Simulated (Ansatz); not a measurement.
We consider chalcopyrite CuGaSe₂, described by CAM-B3LYP (plane waves, PAW; Ansatz, an electronic-structure program).

Run with plane-wave cutoff 460 eV, 6×6×6 k mesh, Fermi–Dirac smearing 0.01 eV, no spin polarisation, scalar-relativistic PAW data made under PBE.

Cell (measured lattice):

```cif
data_Cu2Ga2Se4
_chemical_formula_sum 'Ga2 Cu2 Se4'
_space_group_name_H-M_alt 'P 1'
_space_group_IT_number 1
_cell_length_a 6.79561
_cell_length_b 6.79561
_cell_length_c 6.79561
_cell_angle_alpha 131.158
_cell_angle_beta 131.158
_cell_angle_gamma 71.562
loop_
_space_group_symop_operation_xyz
  'x, y, z'
loop_
_atom_site_label
_atom_site_type_symbol
_atom_site_fract_x
_atom_site_fract_y
_atom_site_fract_z
_atom_site_occupancy
Ga1 Ga 0.50000 0.50000 0.00000 1
Ga2 Ga 0.25000 0.75000 0.50000 1
Cu1 Cu 0.00000 0.00000 0.00000 1
Cu2 Cu 0.75000 0.25000 0.50000 1
Se1 Se 0.87500 0.87438 0.49938 1
Se2 Se 0.12562 0.62500 0.00062 1
Se3 Se 0.37500 0.37562 0.50062 1
Se4 Se 0.62438 0.12500 0.99938 1
```

### Question
Estimate the band gap that the calculation returns.

### Answer

- band gap: 3.90 eV (on the SCF k mesh) (direct)

Measured, for comparison: band gap 1.67 eV (temperature not stated, no zero-point or thermal correction, direct or pseudo-direct at Γ; as tabulated in Ghosh et al. (2024), arXiv:2401.16805).

Note: cell and atoms aren't relaxed at this level (largest force component 0.20 eV/Å, pressure 1.7 GPa).

Spin–orbit coupling is not included.

Computing time: roughly 25 core-minutes.
